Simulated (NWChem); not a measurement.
The numbers come from NWChem runs, not from measurements. System: trifluoromethane (CHF3), charge 0, spin multiplicity 1, at a geometry optimised with PBE0/def2-SVP. Level: RHF/def2-SVP.

Output (cleaned and shortened):

```
             Northwest Computational Chemistry Package (NWChem) 7.3.0
             --------------------------------------------------------

                                NWChem Input Module
                                -------------------

 Scaling coordinates for geometry "geometry" by  1.889725989
 (inverse scale =  0.529177249)

 Turning off AUTOSYM since
 SYMMETRY directive was detected!

                             Geometry "geometry" -> ""
                             -------------------------

 Output coordinates in angstroms (scale by  1.889725989 to convert to a.u.)

  No.       Tag          Charge          X              Y              Z
 ---- ---------------- ---------- -------------- -------------- --------------
    1 F                    9.0000     0.07783500    -0.63067200     1.07838300
    2 C                    6.0000    -0.33182400     0.02615300     0.00000000
    3 F                    9.0000     0.07783500    -0.63067200    -1.07838300
    4 F                    9.0000     0.22461100     1.23137000     0.00000000
    5 H                    1.0000    -1.43158200     0.11284300     0.00000000

 Effective nuclear repulsion energy (a.u.)     134.2283782719

            Nuclear Dipole moment (a.u.)
            ----------------------------
        X                 Y               Z
 ---------------- ---------------- ----------------
     0.0000056692    -0.0000094486     0.0000000000

      Symmetry information
      --------------------

 Group name             Cs
 Group number              2
 Group order               2
 No. of unique centers     4

      Symmetry unique atoms

     1    2    4    5


 Summary of "ao basis" -> "" (spherical)
 ------------------------------------------------------------------------------
       Tag                 Description            Shells   Functions and Types
 ---------------- ------------------------------  ------  ---------------------
 *                          def2-svp                  on all atoms

 Summary of "ao basis" -> "ao basis" (spherical)
 ------------------------------------------------------------------------------
       Tag                 Description            Shells   Functions and Types
 ---------------- ------------------------------  ------  ---------------------
 F                          def2-svp                 6       14   3s2p1d
 C                          def2-svp                 6       14   3s2p1d
 H                          def2-svp                 3        5   2s1p

                                 NWChem SCF Module
                                 -----------------

  ao basis        = "ao basis"
  functions       =    61
  atoms           =     5
  closed shells   =    17
  open shells     =     0
  charge          =   0.00
  wavefunction    = RHF
  use symmetry    = T
  symmetry adapt  = T

 Summary of "ao basis" -> "ao basis" (spherical)
 ------------------------------------------------------------------------------
       Tag                 Description            Shells   Functions and Types
 ---------------- ------------------------------  ------  ---------------------
 F                          def2-svp                 6       14   3s2p1d
 C                          def2-svp                 6       14   3s2p1d
 H                          def2-svp                 3        5   2s1p

      Symmetry analysis of basis
      --------------------------

        a'         38
        a"         23

 Forming initial guess at       0.0s

      Superposition of Atomic Density Guess
      -------------------------------------

 Sum of atomic energies:        -336.00162364

      Non-variational initial energy
      ------------------------------

 Total energy =    -337.118020
 1-e energy   =    -735.326269
 2-e energy   =     263.979870
 HOMO         =      -0.458249
 LUMO         =       0.197938

      Symmetry analysis of molecular orbitals - initial
      -------------------------------------------------

  Numbering of irreducible representations:

     1 a'          2 a"

  Orbital symmetries:

     1 a'          2 a"          3 a'          4 a'          5 a'
     6 a"          7 a'          8 a'          9 a'         10 a'
    11 a"         12 a"         13 a'         14 a"         15 a'
    16 a"         17 a'         18 a'         19 a'         20 a"
    21 a'         22 a'         23 a'         24 a"         25 a'
    26 a'         27 a"

 Starting SCF solution at       0.1s

 ----------------------------------------------
         Quadratically convergent ROHF

 Convergence threshold     :          1.000E-07
 Maximum no. of iterations :          100
 Final Fock-matrix accuracy:          1.000E-09
 ----------------------------------------------

              iter       energy          gnorm     gmax       time
             ----- ------------------- --------- --------- --------
                 1     -336.3923248327  1.47D+00  4.21D-01      0.1
                 2     -336.4972678365  2.89D-01  9.69D-02      0.1
                 3     -336.5040053495  2.03D-02  4.77D-03      0.2
                 4     -336.5040453172  8.88D-05  3.32D-05      0.2
                 5     -336.5040453181  1.93D-09  4.17D-10      0.2

       Final RHF  results
       ------------------

         Total SCF energy =   -336.504045318088
      One-electron energy =   -735.450576624942
      Two-electron energy =    264.718153034905
 Nuclear repulsion energy =    134.228378271949

        Time for solution =      0.1s

       Symmetry analysis of molecular orbitals - final
       -----------------------------------------------

  Numbering of irreducible representations:

     1 a'          2 a"

  Orbital symmetries:

     1 a'          2 a"          3 a'          4 a'          5 a'
     6 a"          7 a'          8 a'          9 a'         10 a"
    11 a'         12 a"         13 a'         14 a"         15 a'
    16 a"         17 a'         18 a'         19 a'         20 a"
    21 a'         22 a'         23 a'         24 a"         25 a'
    26 a'         27 a'

             Final eigenvalues
             -----------------

              1
    1  -26.3364
    2  -26.3364
    3  -26.3364
    4  -11.5149
    5   -1.7201
    6   -1.6192
    7   -1.6192
    8   -0.9800
    9   -0.8530
   10   -0.8328
   11   -0.8328
   12   -0.7158
   13   -0.7158
   14   -0.6723
   15   -0.6723
   16   -0.6543
   17   -0.5954
   18    0.1934
   19    0.3345
   20    0.3345
   21    0.4138
   22    0.5785
   23    0.6664
   24    0.6664
   25    0.7705
   26    0.7790
   27    1.3027

                       ROHF Final Molecular Orbital Analysis
                       -------------------------------------

 Vector   15  Occ=2.000000D+00  E=-6.722747D-01  Symmetry=a'
              MO Center=  1.1D-01,  2.4D-01, -3.2D-10, r^2= 2.0D+00
   Bfn.  Coefficient  Atom+Function         Bfn.  Coefficient  Atom+Function
  ----- ------------  ---------------      ----- ------------  ---------------
    47      0.388617  4 F  py                 5      0.305279  1 F  py
    33      0.305279  3 F  py                50     -0.271779  4 F  py
    46     -0.262537  4 F  px                 8     -0.206949  1 F  py
    36     -0.206949  3 F  py                49      0.181121  4 F  px
     4      0.170645  1 F  px                32      0.170645  3 F  px

 Vector   16  Occ=2.000000D+00  E=-6.543398D-01  Symmetry=a"
              MO Center=  1.2D-01, -9.7D-03, -5.0D-14, r^2= 2.0D+00
   Bfn.  Coefficient  Atom+Function         Bfn.  Coefficient  Atom+Function
  ----- ------------  ---------------      ----- ------------  ---------------
    48      0.404140  4 F  pz                 5     -0.348897  1 F  py
    33      0.348897  3 F  py                51     -0.284173  4 F  pz
     8      0.245330  1 F  py                36     -0.245330  3 F  py
     6     -0.202051  1 F  pz                34     -0.202051  3 F  pz

 Vector   17  Occ=2.000000D+00  E=-5.953788D-01  Symmetry=a'
              MO Center= -4.3D-01,  3.4D-02, -2.8D-14, r^2= 1.8D+00
   Bfn.  Coefficient  Atom+Function         Bfn.  Coefficient  Atom+Function
  ----- ------------  ---------------      ----- ------------  ---------------
    57      0.366862  5 H  s                 18     -0.305356  2 C  px
    46     -0.303170  4 F  px                 4     -0.298820  1 F  px
    32     -0.298820  3 F  px                49      0.221941  4 F  px
     7      0.218268  1 F  px                35      0.218268  3 F  px

 Vector   18  Occ=0.000000D+00  E= 1.934379D-01  Symmetry=a'
              MO Center= -1.9D+00,  1.5D-01, -1.5D-16, r^2= 2.1D+00
   Bfn.  Coefficient  Atom+Function         Bfn.  Coefficient  Atom+Function
  ----- ------------  ---------------      ----- ------------  ---------------
    58      2.372660  5 H  s                 17     -1.618997  2 C  s
    21      0.982752  2 C  px                18      0.305571  2 C  px
    16     -0.183931  2 C  s

 Vector   19  Occ=0.000000D+00  E= 3.345019D-01  Symmetry=a'
              MO Center= -5.8D-01, -6.4D-02,  1.4D-11, r^2= 2.2D+00
   Bfn.  Coefficient  Atom+Function         Bfn.  Coefficient  Atom+Function
  ----- ------------  ---------------      ----- ------------  ---------------
    22      1.503062  2 C  py                45     -0.877008  4 F  s
     3      0.438503  1 F  s                 31      0.438503  3 F  s
    19      0.406539  2 C  py                50      0.305880  4 F  py
     9     -0.278751  1 F  pz                37      0.278751  3 F  pz
    49      0.264629  4 F  px                46     -0.163542  4 F  px

 Vector   20  Occ=0.000000D+00  E= 3.345035D-01  Symmetry=a"
              MO Center= -5.6D-01,  1.5D-01,  1.0D-11, r^2= 2.2D+00
   Bfn.  Coefficient  Atom+Function         Bfn.  Coefficient  Atom+Function
  ----- ------------  ---------------      ----- ------------  ---------------
    23      1.507736  2 C  pz                 3     -0.759519  1 F  s
    31      0.759519  3 F  s                 20      0.407795  2 C  pz
    51     -0.318029  4 F  pz                 8     -0.294210  1 F  py
    36      0.294210  3 F  py                 7      0.185106  1 F  px
    35     -0.185106  3 F  px                48      0.173094  4 F  pz

 center of mass
 --------------
 x =   0.04859243 y =  -0.00383047 z =   0.00000000

 moments of inertia (a.u.)
 ------------------
         314.708867137192         -11.163379392329           0.000000000000
         -11.163379392329         173.967913645480           0.000000000000
           0.000000000000           0.000000000000         173.088581129098

  Mulliken analysis of the total density
  --------------------------------------

    Atom       Charge   Shell Charges
 -----------   ------   -------------------------------------------------------
    1 F    9     9.30   1.99  1.13  0.80  3.34  2.03  0.01
    2 C    6     5.13   1.99  0.87  0.03  1.76  0.28  0.20
    3 F    9     9.30   1.99  1.13  0.80  3.34  2.03  0.01
    4 F    9     9.30   1.99  1.13  0.80  3.34  2.03  0.01
    5 H    1     0.97   0.78  0.17  0.02

       Multipole analysis of the density wrt the origin
       ------------------------------------------------

     L   x y z        total         open         nuclear
     -   - - -        -----         ----         -------
     0   0 0 0     -0.000000      0.000000     34.000000

     1   1 0 0     -0.728333      0.000000      0.000006
     1   0 1 0      0.057395      0.000000     -0.000009
     1   0 0 1     -0.000000      0.000000      0.000000

     2   2 0 0    -13.504000      0.000000     11.688701
     2   1 1 0     -0.247742      0.000000      4.970956
     2   1 0 1     -0.000000      0.000000      0.000000
     2   0 2 0    -16.627408      0.000000     74.359327
     2   0 1 1     -0.000000      0.000000      0.000000
     2   0 0 2    -16.646903      0.000000     74.750868

 Task  times  cpu:        0.2s     wall:        0.2s

 Total times  cpu:        0.3s     wall:        0.3s
```

### Question
Write an NWChem input that would produce this output.

### Answer
Several could match; the one computed here: 
```
start mol
memory heap 200 mb stack 900 mb global 1100 mb
geometry units angstroms nocenter noautoz
  F      0.077835    -0.630672     1.078383
  C     -0.331824     0.026153     0.000000
  F      0.077835    -0.630672    -1.078383
  F      0.224611     1.231370     0.000000
  H     -1.431582     0.112843     0.000000
  symmetry group Cs
end
basis spherical
  * library def2-svp
end
scf
  rhf
  nopen 0
  maxiter 100
  thresh 1e-7
  semidirect memsize 60000000 filesize 0
end
task scf energy
```
